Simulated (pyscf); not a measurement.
PySCF, gas phase, ωB97X-D3(BJ)/def2-SVP geometries.

Task: Estimate the classical barrier height and the reaction energy of H₂N–V(=O)(Cl)–Cl + HCl → O=V(Cl)(Cl)–Cl + NH₃ at ωB97M-D3(BJ)/def2-TZVP. The step runs on the singlet surface, breaks N–V, Cl–H and forms Cl–V, H–N; take the separated reactants as zero.

Result: ΔE‡ = 14.3 kcal/mol, ΔE = -6.3 kcal/mol. Zero-point energy shifts the barrier by +0.1 kcal/mol. It is a four-centre exchange, with an imaginary mode of 633i cm⁻¹. On the reactant side the descent ends in a complex (not fully relaxed), 5.5 kcal/mol under the separated species and 17.1 kcal/mol under the saddle at ωB97X-D3(BJ)/def2-TZVP. On the product side the descent ends in an adduct with a N–V contact (not fully relaxed), 18.3 kcal/mol under the separated species and 38.1 kcal/mol under the saddle at ωB97X-D3(BJ)/def2-TZVP. What is counted as broken (N–V) persists as a longer contact in the product adduct; parting that adduct is a step of its own. At ωB97X-D3(BJ)/def2-TZVP the barrier from the zero used here is 11.6 kcal/mol. One saddle was located; it need not be the lowest between these sides.
